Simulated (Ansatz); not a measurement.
```yaml
crystal:
  periodic: [false, false, false]
  atoms:
    - {symbol: Ge, position_ang: [0.000000, 0.000000, -2.356202]}
    - {symbol: Al, position_ang: [0.000000, 0.000000, 0.003515]}
    - {symbol: Si, position_ang: [0.000000, 0.000000, 2.352686]}
basis:
  gaussian: {orbitals: def2-TZVP}
magnetization: {spin_polarized: true, initial_magnetization: 1}
hamiltonian: {xc: pbe0}
relax: {f_tol: 0.004, max_steps: 80}
```

```sh
$ ansatz run in.yaml --threads 1 --pin off --events-out ev --progress --plain --max-ram 2176MiB
```

Steps of the relaxation (energy above the last step; positions in Å, forces in eV/Å):

```
3
step 1, 10.1 meV
Ge    0.000    0.000   -2.356    0.000    0.000   -0.418
Al    0.000    0.000    0.004    0.000    0.000    0.424
Si    0.000    0.000    2.353    0.000    0.000   -0.005
```

```
3
step 2, 0.5 meV
Ge    0.000    0.000   -2.382    0.000    0.000   -0.084
Al    0.000    0.000    0.017    0.000    0.000    0.079
Si    0.000    0.000    2.365    0.000    0.000    0.005
```

```
3
step 3, 0.0 meV
Ge    0.000    0.000   -2.389    0.000    0.000   -0.001
Al    0.000    0.000    0.020    0.000    0.000    0.000
Si    0.000    0.000    2.369    0.000    0.000    0.002
```

Close pairs at the end: Al2–Si3 2.349 Å, Ge1–Al2 2.409 Å.

A stationary point of unrestricted PBE0 after 3 steps, with ⟨S²⟩ = 2.480 against 0.75 for a pure state; no frequencies were run, so it isn't proven a minimum. 4.5 min on 1 thread of Intel Xeon Platinum 8488C, shared host.
